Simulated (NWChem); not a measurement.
System: acetamide (C$_{2}$H$_{5}$NO); SMILES CC(N)=O

All runs: NWChem. Geometry: optimised at PBE0/def2-SVP. Level: PBE0/def2-SVP with SMD, gas-phase geometry; reactions with the solvents are ignored. One conformer.

| SMD term (kcal/mol) | water | n-hexane |
|---|---|---|
| distortion of the solute's density | 3.24 | 0.22 |
| polarisation | -15.46 | -3.65 |
| cavity, dispersion and structure | 3.59 | -0.72 |

### Question
Sum the solvation free energies, find the transfer free energy from water to n-hexane and the partition coefficient at 298.15 K.

### Answer

1. ΔG(solv, water) = -8.63 kcal/mol and ΔG(solv, n-hexane) = -4.15 kcal/mol (1 M gas to 1 M solution).
2. Transfer: -4.15 − (-8.63) = 4.48 kcal/mol.
3. log₁₀ K(n-hexane/water) = −ΔG/(RT ln 10) = -4.48/1.364 = -3.3, so the model puts more of the solute in water.
4. Of the transfer energy, 8.79 kcal/mol is electrostatic and -4.31 comes from the non-electrostatic term. The two phases are taken as the pure solvents.
